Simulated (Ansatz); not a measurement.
We consider diamond-structure Si, described by LDA (Ansatz, a first-principles code, PAW).

Numerical settings: plane-wave cutoff 520 eV, 12×12×12 k mesh, perturbation theory, scalar-relativistic PAW data made under PBE.

Cell (relaxed at this level):

```
Si
1.0
    0.00000     2.70096     2.70096
    2.70096     0.00000     2.70096
    2.70096     2.70096     0.00000
Si
2
Direct
  0.50000   0.50000   0.50000
  0.75000   0.75000   0.75000
```

Problem. Estimate the electronic dielectric constant ε∞ and zone-centre TO phonon frequency that the calculation returns.

Solution. 
* **electronic dielectric constant ε∞**: 13.3
* **zone-centre TO phonon frequency**: 513 cm⁻¹

Measured, for comparison: high-frequency dielectric constant 11.8 (300 K, not corrected to a static lattice, our sources range from 11.7 to 12.1; as tabulated in Skelton et al. (2020), arXiv:2005.00277); zone-centre TO phonon frequency 525 cm⁻¹ (low temperature, zero-point motion not removed; as tabulated in Tanner et al. (2021), arXiv:2110.11888). Computed (rounded) less measured: high-frequency dielectric constant +13 % (+10 % to +14 % over the range), zone-centre TO phonon frequency -2 %.

It cost very roughly 2.4 core-minutes of CPU time.
